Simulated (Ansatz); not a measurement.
# BSiH2+ (triplet): wave-function methods side by side, cc-pVTZ

How much of the correlation energy of BSiH2+ (triplet) does each wave-function method recover here?

Method: cc-pVTZ, core rule «outside noble gas», up to 6 orbitals frozen; program: Ansatz 0.2.0, Gaussian basis.

To be run: UHF; CCSD(T) on ROHF; CCSD(T) on UHF; BCCD(T) on ROHF; CCSDT(Q) on ROHF; CCSDT(Q) on UHF; CASSCF and MRCISD+Q, 8 electrons in 10 orbitals; CASSCF and NEVPT2, 8 electrons in 10 orbitals.

5 further runs of the same task are left out: 5 set aside as unsound or not needed.

## 1. The geometry

The geometry is a PBE0/def2-TZVP stationary point (not a proven minimum) of the parent state, kept for this charge and spin.

4 atoms, charge 1, spin multiplicity 3.

Atoms are counted from 1 here; the program's logs count them from 0.

Bond lengths: Si1–B2 1.954 Å, Si1–H3 1.501 Å, Si1–H4 1.501 Å. Angles: B2–Si1–H3 102.8°, B2–Si1–H4 102.8°, H3–Si1–H4 107.0°.

## 2. UHF

The input, in.yaml:

```yaml
crystal:
  periodic: [false, false, false]
  atoms:
    - {symbol: Si, position_ang: [-0.085001, 0.000000, 0.494288]}
    - {symbol: B, position_ang: [0.088473, -0.000001, -1.451856]}
    - {symbol: H, position_ang: [0.709774, -1.206838, 0.899706]}
    - {symbol: H, position_ang: [0.709775, 1.206839, 0.899704]}
basis:
  gaussian: {orbitals: cc-pVTZ}
total_charge: 1
magnetization: {spin_polarized: true, initial_magnetization: 2}
hamiltonian: {xc: hf}
output: {orbitals: {seedname: orbitals}}
```

Started as:

```console
> ansatz run in.yaml --threads 1 --pin off --events-out ev --progress --plain --max-ram 4096MiB --backend cpu
```

Further steps of the session: CCSD(T) on ROHF; CCSD(T) on UHF; BCCD(T) on ROHF; CCSDT(Q) on ROHF; CCSDT(Q) on UHF; CASSCF and MRCISD+Q, 8 electrons in 10 orbitals; CASSCF and NEVPT2, 8 electrons in 10 orbitals.

Before running them: what should the planned runs give, taken together? Wanted: UCCSDT(Q) below the RHF energy; RMP2 from UCCSDT(Q); UMP2 from UCCSDT(Q); RCCSD from UCCSDT(Q); RCCSD(T) from UCCSDT(Q); UCCSD(T) from UCCSDT(Q); RCCSDT(Q) from UCCSDT(Q); NEVPT2 valence from UCCSDT(Q); MRCISD+Q valence from UCCSDT(Q).

The runs gave:

| quantity | value |
| --- | --- |
| UCCSDT(Q) below the RHF energy | -5.0384 eV |
| RMP2 from UCCSDT(Q) | +1207.6 meV |
| UMP2 from UCCSDT(Q) | +1204.6 meV |
| RCCSD from UCCSDT(Q) | +244.0 meV |
| RCCSD(T) from UCCSDT(Q) | +54.5 meV |
| UCCSD(T) from UCCSDT(Q) | +54.5 meV |
| RCCSDT(Q) from UCCSDT(Q) | +1.9 meV |
| NEVPT2 valence from UCCSDT(Q) | +781.4 meV |
| MRCISD+Q valence from UCCSDT(Q) | +55.1 meV |
| levels within 1 kcal/mol (43 meV) | RCCSDT, UCCSDT, RCCSDT(Q) |
| T1 diagnostic | 0.040 |
| effectively unpaired electrons | 2.04 |

In words: RCCSD(T) misses by +54.5 meV, 1.1 % of the correlation energy. The occupations are near whole numbers, but T1 = 0.040 shows that the orbitals relax strongly. Of the multireference levels listed MRCISD+Q valence comes nearest in total energy (+55.1 meV), which doesn't show that its space is the better one. These misses are within one basis, not against nature; the frozen cores of restricted and unrestricted runs differ, which can shift their rows.
